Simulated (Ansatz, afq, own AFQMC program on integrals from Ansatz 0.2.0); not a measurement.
Integrals from Ansatz 0.2.0, then the random walk in our own AFQMC program (afq).

```yaml
crystal:
  periodic: [false, false, false]
  atoms:
    - {symbol: B, position_ang: [0.000000, 0.000000, 0.000000]}
    - {symbol: H, position_ang: [0.414685, 0.812495, 0.810653]}
    - {symbol: H, position_ang: [-0.424327, -0.807694, 0.810461]}
    - {symbol: H, position_ang: [-0.412812, 0.808646, -0.815443]}
    - {symbol: H, position_ang: [0.422454, -0.813448, -0.805671]}
basis:
  gaussian: {orbitals: 6-31G}
total_charge: 1
magnetization: {spin_polarized: true, initial_magnetization: 2}
correlation: {method: ccsd_t, electrons: outside_noble_gas, hamiltonian_folder: ham}
```

```sh
$ ansatz run in.yaml --threads 1 --pin off --events-out ev --progress --plain --max-ram 1843MiB
```

afq runs on the folder ham with

```
--method free --trial cisd --walkers 200 --time-step 0.03 --max-blocks 80 --target-error 0.00029 --factor-cut 1e-05 --seed 5902 --times 0,0.3,0.6,1.2,1.8,2.4,3.6,4.8,6 --taylor-order 8
```

Times are imaginary, in 1/Eh. The walk had a cap of 506 s.

Output of the walk:

```
orbitals 16  electrons 4 2  factors 111 of 254
reference energy -26.41453611 Eh
CCSD correlation -0.06785941 Eh in 11 cycles, weight of the determinant in the CISD state 0.9524
repeat  energy at the last time / Eh  error
    10  -26.483884  0.000141
    20  -26.483964  0.000099
    30  -26.483975  0.000067
time / (1/Eh)  energy / Eh  error  mean overlap
  0.00  -26.482377  0.000017  1.0498
  0.30  -26.483078  0.000021  1.0510
  0.60  -26.483454  0.000030  1.0461
  1.20  -26.483667  0.000038  1.0477
  1.80  -26.483806  0.000033  1.0423
  2.40  -26.483815  0.000044  1.0444
  3.60  -26.483837  0.000059  1.0584
  4.80  -26.483857  0.000055  1.0470
  6.00  -26.483972  0.000065  1.0263
energy -26.483972 +/- 0.000065 Eh
```

The run passed its tests (error under three times the target), which doesn't prove that it has relaxed.

Against this walk (error 1.8 meV) on the same determinant: CCSD(T) 15.6 meV higher, CCSDT(Q) 3.4 meV higher (within the noise), CCSDTQ 3.2 meV higher (within the noise), full CI 3.2 meV higher (within the noise). The error is statistical, and a free projection of finite length keeps a remainder of its start.

Cautions: remainder of the start not in the error; lower spins were not checked.

The walk took 33 s on 1 thread of Intel(R) Xeon(R) 6975P-C (Granite Rapids) (shared host). The log's last line is the free-projection energy.

CCSDT and higher add their correlation energy to the determinant of the CCSD(T) run, since their own runs factorise the integrals more tightly (a shift of under 2 meV). A walk keeps the symmetry of its determinant, which the program's search chose and which needn't be the lowest solution, so a lower state of the same spin and another symmetry isn't excluded.
